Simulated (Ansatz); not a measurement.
Abridged output of a molecular run in Ansatz:

```
Functional definition: HF
1522 factors; integrals over basis functions are off by at most 1.1e-3 eV
mean field evaluation 1: about -7944.7827 eV, gradient 3.8e1 eV
mean field evaluation 2: about -7945.0407 eV, gradient 3.8e1 eV
mean field evaluation 4: about -7948.2539 eV, gradient 4.3e0 eV
mean field evaluation 8: about -7948.3071 eV, gradient 2.5e-1 eV
mean field -7948.30732720 eV, -292.0949067183 hartree, gradient 2.8e-6 eV, S^2 0.000000; 0 other end points of the search recorded, 0 dependent functions left out
5 core orbitals not correlated: weight in the atoms' cores, before any rotation towards them, 1.000 or more for the frozen orbitals, at most 0.000 for the correlated occupied ones
reference -7948.30732720 eV, -292.0949067183 hartree; 16, 16 occupied and 232, 232 virtual orbitals, 1522 factors
second order -27.37687357 eV of doubles, -0.00000000 eV of singles
cycle   1  -27.63263964 eV  change   -2.6e-1 eV  update   1.0e-1
cycle   2  -28.24146578 eV  change   -6.1e-1 eV  update   2.9e-2
cycle   3  -28.37501128 eV  change   -1.3e-1 eV  update   1.4e-2
cycle   4  -28.36364861 eV  change    1.1e-2 eV  update   3.0e-3
cycle   5  -28.36334403 eV  change    3.0e-4 eV  update   1.4e-3
cycle   6  -28.36423245 eV  change   -8.9e-4 eV  update   4.4e-4
cycle   7  -28.36398132 eV  change    2.5e-4 eV  update   1.7e-4
cycle   8  -28.36390310 eV  change    7.8e-5 eV  update   5.2e-5
cycle   9  -28.36392008 eV  change   -1.7e-5 eV  update   1.7e-5
perturbative correction -1.00347421 eV, -0.0368769969 hartree
Total energy: -7977.67472148 eV, -293.1741385524 hartree
```

Its atoms:

```xyz
12

C    -0.941   -1.528    0.063
C    -0.548   -0.087   -0.124
O     0.814    0.059    0.255
C     1.330    1.298    0.028
F     0.805    2.232    0.905
H    -0.822   -1.825    1.106
H    -0.322   -2.182   -0.554
H    -1.986   -1.672   -0.219
H    -1.172    0.572    0.490
H    -0.663    0.221   -1.173
H     1.099    1.665   -0.982
H     2.406    1.248    0.204
```

Question: Which basis set was used?
A. def2-TZVPP
B. def2-SVP
C. cc-pV(D+d)Z
D. cc-pV(Q+d)Z

Answer: A. It gives 253 functions.

Question: Write the keys of the input that set method, charge and spin (a neutral closed shell needs none for the last two).

Answer: 
```yaml
correlation: {method: ccsd_t}
```
